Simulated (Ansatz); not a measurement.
Hafnium, hcp: convergence with Gaussian smearing

Computed with Ansatz, LDA, scalar-relativistic PAW, on the relaxed cell (a = 3.118 Å, c = 4.948 Å (c/a = 1.587); spin not included). Errors count from a run at 420 eV on a Γ-centred 19×19×11 mesh with Fermi-Dirac smearing of 0.1 eV, extrapolated to zero width. Fixed here: cutoff 420 eV, mesh 12×12×7. The SCF starts from atomic densities corrected by a trained network.

```tsv
width (eV)	E(σ→0) error (meV/atom)	F error (meV/atom)	P (GPa)	SCF iterations
0.01	1.3	1.2	0.16	6
0.03	1.2	1.0	0.10	6
0.1	1.0	-1.4	0.02	6
0.2	0.6	-7.9	0.01	6
0.3	0.6	-18.6	0.03	6
0.6	8.4	-80.6	0.53	6
1.0	27.7	-252.2	2.03	6
```
